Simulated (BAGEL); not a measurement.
**HF/6-31G(d) (density fitting with qzvpp-jkfit, spherical functions) run of SiPH5F+ (SMILES F[SiH2][PH3+])**

What is the energy change on altering one bond length of SiPH5F+ at HF/6-31G* (density fitting with qzvpp-jkfit, spherical functions)? 

The results are computed with BAGEL 1.2.2.

2 further runs of the same task are left out: 1 that didn't finish, 1 set aside as unsound or not needed.

## 1. The structure to begin with

The species is SiPH5F+ (8 atoms), meant as a singlet with charge +1. As SMILES, `F[SiH2][PH3+]`. The shape is that of a GFN2-xTB optimisation.

Bond lengths: F1–Si2 1.586 Å, Si2–P3 2.356 Å, Si2–H4 1.449 Å, Si2–H5 1.449 Å, P3–H6 1.378 Å, P3–H7 1.376 Å, P3–H8 1.378 Å. Some angles: F1–Si2–P3 98.5°, F1–Si2–H4 109.4°, F1–Si2–H5 109.5°, P3–Si2–H4 104.5°, P3–Si2–H5 104.6°, Si2–P3–H6 117.4°, Si2–P3–H7 115.8°, Si2–P3–H8 117.2°, H4–Si2–H5 126.5°, H6–P3–H7 101.4°.

## 2. A single-point energy at HF/6-31G(d) (density fitting with qzvpp-jkfit, spherical functions)

Contents of input.json:

```json
{ "bagel" : [

{
  "title" : "molecule",
  "basis" : "6-31gs.json",
  "df_basis" : "qzvpp-jkfit",
  "angstrom" : true,
  "geometry" : [
    { "atom" : "F", "xyz" : [   -1.676460,    1.335290,   -0.121770 ] },
    { "atom" : "Si", "xyz" : [   -0.534500,    0.647880,   -0.981780 ] },
    { "atom" : "P", "xyz" : [    0.511240,   -0.571550,    0.741360 ] },
    { "atom" : "H", "xyz" : [   -1.120430,   -0.364300,   -1.837800 ] },
    { "atom" : "H", "xyz" : [    0.444450,    1.642860,   -1.370230 ] },
    { "atom" : "H", "xyz" : [    1.041920,    0.144780,    1.792720 ] },
    { "atom" : "H", "xyz" : [    1.590120,   -1.337250,    0.363260 ] },
    { "atom" : "H", "xyz" : [   -0.256330,   -1.497690,    1.414240 ] }
  ]
},
{
  "title" : "hf",
  "charge" : 1
},
{
  "title" : "print",
  "file" : "orbitals.molden",
  "orbitals" : true
}

]}
```

The basis set 6-31G* is read from a file made from the Basis Set Exchange's data (not shown).

On the command line:

```
BAGEL_NUM_THREADS=1 BAGEL input.json > input.out
```

What it wrote:

```text
* using 1 threads per process

  ===============================================================
  ===============================================================

  *** Geometry ***

  { "atom" : "F", "xyz" : [     -3.168050,      2.523332,     -0.230112 ] },
  { "atom" : "Si", "xyz" : [     -1.010059,      1.224316,     -1.855295 ] },
  { "atom" : "P", "xyz" : [      0.966104,     -1.080073,      1.400967 ] },
  { "atom" : "H", "xyz" : [     -2.117306,     -0.688427,     -3.472939 ] },
  { "atom" : "H", "xyz" : [      0.839889,      3.104555,     -2.589359 ] },
  { "atom" : "H", "xyz" : [      1.968943,      0.273595,      3.387750 ] },
  { "atom" : "H", "xyz" : [      3.004891,     -2.527036,      0.686462 ] },
  { "atom" : "H", "xyz" : [     -0.484393,     -2.830224,      2.672526 ] },

  Number of auxiliary basis functions:      423

  Since a DF basis is specified, we compute 2- and 3-index integrals:
    o Being stored without compression. Storage requirement is 0.012 GB

  Number of basis functions:       60
  Number of electrons      :       43

    * METHOD: MOLECULE                             0.13

  *** RHF ***

  === Nuclear Repulsion ===
   161.8529350609

      * DIIS with orbital gradients will be used.

  === RHF iteration (6-31gs.json) ===
      0       -731.61108912          0.02181847           0.03
      1       -731.72622432          0.01338303           0.03
      2       -731.77333338          0.00191991           0.03
      3       -731.77495984          0.00028737           0.03
      4       -731.77500518          0.00006591           0.03
      5       -731.77500837          0.00001137           0.03
      6       -731.77500848          0.00000229           0.03
      7       -731.77500849          0.00000045           0.03
      8       -731.77500849          0.00000014           0.03
      9       -731.77500849          0.00000005           0.03
     10       -731.77500849          0.00000001           0.03
     11       -731.77500849          0.00000000           0.03
    * SCF iteration converged.

    * Permanent dipole moment:
           (   -1.385170,     1.088665,    -0.050036) a.u.

    * METHOD: HF                                   0.45

    * METHOD: PRINT                                0.01

  ===============================================================
```

Run time: 0.76 s. Hardware: 1 thread of Arm Neoverse V2, shared host; peak memory 0.082 GiB.

## 3. The distorted shape

Contents of input.json:

```json
{ "bagel": [

{
  "title": "molecule",
  "basis": "6-31gs.json",
  "df_basis": "qzvpp-jkfit",
  "angstrom": "true",
  "geometry": [
    { "atom": "F", "xyz": [      -1.756058,       1.227846,      -0.279466 ] },
    { "atom": "Si", "xyz": [      -0.614098,       0.540436,      -1.139476 ] },
    { "atom": "P", "xyz": [       0.431642,      -0.678994,       0.583664 ] },
    { "atom": "H", "xyz": [      -1.200028,      -0.471744,      -1.995496 ] },
    { "atom": "H", "xyz": [       0.364852,       1.535416,      -1.527926 ] },
    { "atom": "H", "xyz": [       1.041920,       0.144780,       1.792720 ] },
    { "atom": "H", "xyz": [       1.510522,      -1.444694,       0.205564 ] },
    { "atom": "H", "xyz": [      -0.335928,      -1.605134,       1.256544 ] }
  ]
},

{ "title": "hf", "charge": 1 },

{ "title": "print", "file": "orbitals.molden", "orbitals": "true" }

]}
```

The basis set 6-31G* is read from a file made from the Basis Set Exchange's data (not shown).

On the command line:

```
BAGEL_NUM_THREADS=1 BAGEL input.json > input.out
```

What it wrote:

```text
* using 1 threads per process

  ===============================================================
  ===============================================================

  *** Geometry ***

  { "atom" : "F", "xyz" : [     -3.318469,      2.320293,     -0.528114 ] },
  { "atom" : "Si", "xyz" : [     -1.160477,      1.021276,     -2.153298 ] },
  { "atom" : "P", "xyz" : [      0.815685,     -1.283113,      1.102965 ] },
  { "atom" : "H", "xyz" : [     -2.267724,     -0.891467,     -3.770941 ] },
  { "atom" : "H", "xyz" : [      0.689470,      2.901516,     -2.887362 ] },
  { "atom" : "H", "xyz" : [      1.968943,      0.273595,      3.387750 ] },
  { "atom" : "H", "xyz" : [      2.854473,     -2.730076,      0.388460 ] },
  { "atom" : "H", "xyz" : [     -0.634812,     -3.033264,      2.374524 ] },

  Number of auxiliary basis functions:      423

  Since a DF basis is specified, we compute 2- and 3-index integrals:
    o Being stored without compression. Storage requirement is 0.012 GB

  Number of basis functions:       60
  Number of electrons      :       43

    * METHOD: MOLECULE                             0.14

  *** RHF ***

  === Nuclear Repulsion ===
   160.9057670109

      * DIIS with orbital gradients will be used.

  === RHF iteration (6-31gs.json) ===
      0       -731.59890860          0.02166833           0.04
      1       -731.71187532          0.01338301           0.03
      2       -731.75904761          0.00185258           0.03
      3       -731.76058152          0.00027921           0.03
      4       -731.76062398          0.00006388           0.03
      5       -731.76062699          0.00001167           0.03
      6       -731.76062710          0.00000233           0.03
      7       -731.76062710          0.00000057           0.03
      8       -731.76062710          0.00000019           0.03
      9       -731.76062710          0.00000007           0.03
     10       -731.76062710          0.00000001           0.03
     11       -731.76062710          0.00000000           0.03
    * SCF iteration converged.

    * Permanent dipole moment:
           (   -1.392875,     1.084006,    -0.065911) a.u.

    * METHOD: HF                                   0.50

    * METHOD: PRINT                                0.01

  ===============================================================
```

Wall time 0.8 s (1 thread of Arm Neoverse V2, shared host); peak memory 0.082 GiB.

## 4. Outcome

At HF/6-31G* (density fitting with qzvpp-jkfit, spherical functions):

| quantity | value |
| --- | --- |
| first shape: total energy | -731.77501 Eh |
| first shape: HOMO energy | -18.75 eV |
| first shape: LUMO energy | -2.83 eV |
| first shape: HOMO–LUMO gap | 15.92 eV |
| distorted shape: total energy | -731.76063 Eh |
| distorted shape: HOMO energy | -18.65 eV |
| distorted shape: LUMO energy | -3.05 eV |
| distorted shape: HOMO–LUMO gap | 15.59 eV |
| energy change with the P3–H6 bond stretched from 1.378 to 1.585 Å | 0.391 eV |

**Reading.** With the P3–H6 bond stretched from 1.378 to 1.585 Å the energy rises by 0.39 eV (37.8 kJ/mol). The first shape isn't relaxed at this level, so the change isn't measured from a minimum.
